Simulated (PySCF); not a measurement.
# AlSiNH8 (SMILES [AlH3-][NH2+][SiH3]): levels of theory compared

We compute a comparison of 4 runs (HF/STO-3G, HF/3-21G, B3LYP/6-31G*, SCS-MP2/def2-SVP) of AlSiNH8. The job is set up through a Python script.

The calculation is run with PySCF 2.14.0.

6 further runs of the same task are left out: 4 that didn't finish, 2 set aside as unsound or not needed. Runs told in other sessions of the task aren't counted.

### Step 1. Starting point

AlSiNH8: 11 atoms, total charge 0, spin state singlet. As SMILES, `[AlH3-][NH2+][SiH3]`. Geometry: relaxed at PBE0-D4/def2-TZVP.

Bond lengths: Al1–N2 2.069 Å, N2–Si3 1.792 Å, Al1–H4 1.609 Å, Al1–H5 1.602 Å, Al1–H6 1.601 Å, N2–H7 1.016 Å, N2–H8 1.016 Å, Si3–H9 1.487 Å, Si3–H10 1.476 Å, Si3–H11 1.475 Å. Some angles: Al1–N2–Si3 109.4°, Al1–N2–H7 107.3°, Al1–N2–H8 107.7°, Si3–N2–H7 112.7°, Si3–N2–H8 112.4°, N2–Al1–H4 97.1°, N2–Al1–H5 100.0°, N2–Al1–H6 101.1°, N2–Si3–H9 108.4°, N2–Si3–H10 107.2°.

### Step 2. The energy at HF/STO-3G (run 1)

Contents of run.py:

```python
# [AlH3-][NH2+][SiH3]
from pyscf import gto, scf

mol = gto.M(
    atom=[
    ('Al', (-0.900100, 1.211100, -0.740800)),
    ('N', (-0.028300, 0.143500, 0.802700)),
    ('Si', (0.876200, -1.248700, 0.128600)),
    ('H', (-0.721100, 0.091900, -1.882400)),
    ('H', (0.093800, 2.465300, -0.806700)),
    ('H', (-2.377200, 1.435300, -0.165100)),
    ('H', (0.566700, 0.786500, 1.316700)),
    ('H', (-0.768500, -0.144800, 1.435900)),
    ('H', (1.651500, -1.882900, 1.228300)),
    ('H', (1.794800, -0.716800, -0.896700)),
    ('H', (-0.122500, -2.197400, -0.400100)),
],
    spin=0,
    max_memory=1860,
    verbose=3,
    basis='sto-3g',
)

mf = scf.RHF(mol)
mf.conv_tol = 1e-10
mf.kernel()
if not mf.converged:
    mf = mf.newton().run(mf.mo_coeff, mf.mo_occ)

energy = mf.e_tot
print(f'total energy: {energy:.8f} hartree')
```

On the command line:

```console
$ OMP_NUM_THREADS=1 python run.py
```

Log:

```text
<dir> SyntaxWarning: invalid escape sequence '\W'
  S = {(paw_set(r)[0], bool(re.search(r"spin_orbit\W+true|paw_fr", str((r.get("files") or {}).get("input") or "")) or re.search("(?i)spin.orbit\W+(value\W+)?(true|yes)|value\W+spin-orbit", json.dumps(r.get("inputs"), default=str)))) for r in records}
converged SCF energy = -583.022370772336
total energy: -583.02237077 hartree
```

It took 0.76 s on 1 thread of Arm Neoverse V1, shared host; peak memory 0.1 GiB.

### Step 3. The energy at HF/3-21G (run 2)

Contents of calc.py:

```python
from pyscf import gto, scf

mol = gto.M(
    atom=[
    ('Al', (-0.900100, 1.211100, -0.740800)),
    ('N', (-0.028300, 0.143500, 0.802700)),
    ('Si', (0.876200, -1.248700, 0.128600)),
    ('H', (-0.721100, 0.091900, -1.882400)),
    ('H', (0.093800, 2.465300, -0.806700)),
    ('H', (-2.377200, 1.435300, -0.165100)),
    ('H', (0.566700, 0.786500, 1.316700)),
    ('H', (-0.768500, -0.144800, 1.435900)),
    ('H', (1.651500, -1.882900, 1.228300)),
    ('H', (1.794800, -0.716800, -0.896700)),
    ('H', (-0.122500, -2.197400, -0.400100)),
],
    max_memory=1860,
    basis='3-21g',
    verbose=4,
)

calc0 = scf.RHF(mol)
calc0.conv_tol = 1e-10
calc0.kernel()
if not calc0.converged:
    calc0 = calc0.newton().run(calc0.mo_coeff, calc0.mo_occ)

etot = calc0.e_tot
print('E(%s) = %.9f' % ('HF', etot))
```

On the command line:

```console
$ OMP_NUM_THREADS=1 python calc.py
```

Log:

```text
<dir> SyntaxWarning: invalid escape sequence '\W'
  S = {(paw_set(r)[0], bool(re.search(r"spin_orbit\W+true|paw_fr", str((r.get("files") or {}).get("input") or "")) or re.search("(?i)spin.orbit\W+(value\W+)?(true|yes)|value\W+spin-orbit", json.dumps(r.get("inputs"), default=str)))) for r in records}

PySCF version 2.14.0

[INPUT] num. atoms = 11
[INPUT] num. electrons = 42
[INPUT] charge = 0
[INPUT] spin (= nelec alpha-beta = 2S) = 0
[INPUT] symmetry False subgroup None
[INPUT] Mole.unit = angstrom
[INPUT] Symbol           X                Y                Z      unit          X                Y                Z       unit  Magmom
[INPUT]  1 Al    -0.900100000000   1.211100000000  -0.740800000000 AA   -1.700942484721   2.288647309461  -1.399909113078 Bohr   0.0
[INPUT]  2 N     -0.028300000000   0.143500000000   0.802700000000 AA   -0.053479249325   0.271175698875   1.516883160188 Bohr   0.0
[INPUT]  3 Si     0.876200000000  -1.248700000000   0.128600000000 AA    1.655778030344  -2.359701011744   0.243018779619 Bohr   0.0
[INPUT]  4 H     -0.721100000000   0.091900000000  -1.882400000000 AA   -1.362681508424   0.173665830848  -3.557220456881 Bohr   0.0
[INPUT]  5 H      0.093800000000   2.465300000000  -0.806700000000 AA    0.177256310484   4.658741814890  -1.524442064687 Bohr   0.0
[INPUT]  6 H     -2.377200000000   1.435300000000  -0.165100000000 AA   -4.492256943316   2.712323906588  -0.311993783166 Bohr   0.0
[INPUT]  7 H      0.566700000000   0.786500000000   1.316700000000 AA    1.070907794791   1.486269596970   2.488202388215 Bohr   0.0
[INPUT]  8 H     -0.768500000000  -0.144800000000   1.435900000000 AA   -1.452254526728  -0.273632342837   2.713457742263 Bohr   0.0
[INPUT]  9 H      1.651500000000  -1.882900000000   1.228300000000 AA    3.120882694719  -3.558165319944   2.321150598803 Bohr   0.0
[INPUT] 10 H      1.794800000000  -0.716800000000  -0.896700000000 AA    3.391680448369  -1.354555686088  -1.694517415897 Bohr   0.0
[INPUT] 11 H     -0.122500000000  -2.197400000000  -0.400100000000 AA   -0.231491450259  -4.152484186119  -0.756079422438 Bohr   0.0

nuclear repulsion = 154.212906529486
number of shells = 35
number of NR pGTOs = 93
number of NR cGTOs = 51
basis = 3-21g
ecp = {}

******** <class 'pyscf.scf.hf.RHF'> ********
method = RHF
initial guess = minao
damping factor = 0
level_shift factor = 0
DIIS = <class 'pyscf.scf.diis.CDIIS'>
diis_start_cycle = 1
diis_space = 8
diis_damp = 0
SCF conv_tol = 1e-10
SCF conv_tol_grad = None
SCF max_cycles = 50
direct_scf = True
direct_scf_tol = 1e-13
Set gradient conv threshold to 1e-05
Initial guess from minao.
init E= -586.10405636949
  HOMO = -0.315458148854268  LUMO = 0.044348164668683  gap/eV = 9.79083
cycle= 1 E= -586.751572967079  delta_E= -0.648  |g|= 0.271  |ddm|=  2.4
  HOMO = -0.372859758675251  LUMO = 0.0929208654182339  gap/eV = 12.67454
cycle= 2 E= -586.785114845361  delta_E= -0.0335  |g|= 0.0745  |ddm|= 0.496
  HOMO = -0.380962231683392  LUMO = 0.111183515070629  gap/eV = 13.39197
cycle= 3 E= -586.78692877671  delta_E= -0.00181  |g|= 0.0323  |ddm|= 0.114
  HOMO = -0.382044025366029  LUMO = 0.109500785418937  gap/eV = 13.37562
cycle= 4 E= -586.787192111028  delta_E= -0.000263  |g|= 0.00439  |ddm|= 0.0337
  HOMO = -0.381643792899977  LUMO = 0.109425500119587  gap/eV = 13.36268
cycle= 5 E= -586.787202052131  delta_E= -9.94e-06  |g|= 0.000943  |ddm|= 0.00978
  HOMO = -0.381604867640346  LUMO = 0.109502244097107  gap/eV = 13.36371
cycle= 6 E= -586.787202662831  delta_E= -6.11e-07  |g|= 0.000231  |ddm|= 0.00234
  HOMO = -0.381645386258085  LUMO = 0.109504408406426  gap/eV = 13.36487
cycle= 7 E= -586.78720270195  delta_E= -3.91e-08  |g|= 3.01e-05  |ddm|= 0.000579
  HOMO = -0.381638640164717  LUMO = 0.1095072331473  gap/eV = 13.36476
cycle= 8 E= -586.787202702617  delta_E= -6.67e-10  |g|= 4.05e-06  |ddm|= 8.38e-05
  HOMO = -0.381639180438068  LUMO = 0.109506801456264  gap/eV = 13.36476
cycle= 9 E= -586.787202702632  delta_E= -1.46e-11  |g|= 9.42e-07  |ddm|= 1.06e-05
  HOMO = -0.381639099112714  LUMO = 0.109506835134251  gap/eV = 13.36476
Extra cycle  E= -586.787202702634  delta_E= -2.27e-12  |g|= 3.87e-07  |ddm|= 1.95e-06
converged SCF energy = -586.787202702634
E(HF) = -586.787202703
```

Wall time 0.8 s (1 thread of Arm Neoverse V1, shared host); peak memory 0.11 GiB.

Run 3 isn't shown in full; the table further down has it.

### Step 4. The energy at SCS-MP2/def2-SVP (run 4)

Contents of input.xyz:

```xyz
11

Al    -0.900100     1.211100    -0.740800
N     -0.028300     0.143500     0.802700
Si     0.876200    -1.248700     0.128600
H     -0.721100     0.091900    -1.882400
H      0.093800     2.465300    -0.806700
H     -2.377200     1.435300    -0.165100
H      0.566700     0.786500     1.316700
H     -0.768500    -0.144800     1.435900
H      1.651500    -1.882900     1.228300
H      1.794800    -0.716800    -0.896700
H     -0.122500    -2.197400    -0.400100
```

Contents of job.py:

```python
from pyscf import gto, mp

mol = gto.Mole()
mol.atom = 'input.xyz'
mol.basis = 'def2-svp'
mol.verbose = 4
mol.max_memory = 1860
mol.spin = 0
mol.build()

mf = mol.RHF()
mf.conv_tol = 1e-10
mf.kernel()
if not mf.converged:
    mf = mf.newton().run(mf.mo_coeff, mf.mo_occ)

pt = mp.MP2(mf, frozen=11).run()
energy = mf.e_tot + 1.2 * pt.e_corr_os + pt.e_corr_ss / 3
print(f'total energy: {energy:.8f} hartree')
```

On the command line:

```console
$ OMP_NUM_THREADS=1 python job.py
```

Log:

```text
<dir> SyntaxWarning: invalid escape sequence '\W'
  S = {(paw_set(r)[0], bool(re.search(r"spin_orbit\W+true|paw_fr", str((r.get("files") or {}).get("input") or "")) or re.search("(?i)spin.orbit\W+(value\W+)?(true|yes)|value\W+spin-orbit", json.dumps(r.get("inputs"), default=str)))) for r in records}

PySCF version 2.14.0

[... 65 lines left out ...]
converged SCF energy = -589.767847360104
[... 1 line left out ...]
******** <class 'pyscf.mp.mp2.RMP2'> ********
nocc = 10, nmo = 79
frozen orbitals 11
E(RMP2) = -590.133815309742  E_corr = -0.365967949637812
E(SCS-RMP2) = -590.150999416475  E_corr = -0.383152056370485
E_corr(same-spin) = -0.0646263267633345
E_corr(oppo-spin) = -0.301341622874478
total energy: -590.15099942 hartree
```

Run time: 2.1 s. Hardware: 1 thread of Arm Neoverse V1, shared host; peak memory 0.2 GiB.

### Step 5. The series

```tsv
run	level	integration grid	frozen core orbitals	energy (Eh)	dipole moment (D) of the reference	HOMO energy (eV)	LUMO energy (eV)	wall time
1	HF/STO-3G	–	–	-583.022371	5.32	-7.59	11.52	0.76 s
2	HF/3-21G	–	–	-586.787203	5.42	-10.38	2.98	0.8 s
3	B3LYP/6-31G* (spherical functions)	5	–	-591.503159	5.04	-7.18	-0.64	15 s
4	SCS-MP2/def2-SVP	–	11	-590.150999	5.15	-10.59	2.80	2.1 s
```

### Step 6. Summary of results

| quantity | value |
| --- | --- |
| run 4: total energy | -590.15100 Eh |
| run 4: dipole moment (Hartree–Fock density) | 5.15 D |
| run 4: HOMO energy (Hartree–Fock orbitals) | -10.59 eV |
| run 4: LUMO energy (Hartree–Fock orbitals) | 2.80 eV |
| run 4: HOMO–LUMO gap (Hartree–Fock orbitals) | 13.40 eV |
| run 4: correlation energy (11 core orbitals frozen) | -383.2 mEh |

**Reading.** Over runs 1, 2, 3 the dipole moment (its size) runs from 5.04 D (B3LYP/6-31G*) to 5.42 D (HF/3-21G). The two ends differ in method and basis. Over runs 1, 2, 3 the HOMO–LUMO gap runs from 6.54 eV (B3LYP/6-31G*) to 19.11 eV (HF/STO-3G). In run 1 the basis is minimal, so the values are rough. All runs together took 19 s, the longest 15 s.
